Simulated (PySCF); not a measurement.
Level of theory: PBE-D3(BJ)/def2-TZVP // PBE0-D4/def2-SVP (PySCF). All species are isolated molecules in the gas phase. 

Reference species (SMILES): `CSC` (neutral, multiplicity 1).

* **HOMO**: -5.02 eV
* **dipole moment**: 1.51 D

Changed species: `O` (free base H2O; the reference has free base S(CH3)2).

### Question
Give the shifts of the HOMO and dipole moment.

### Answer
the HOMO falls by 1.96 eV, to -6.98 eV; the dipole moment rises by 0.54 D, to 2.05 D.
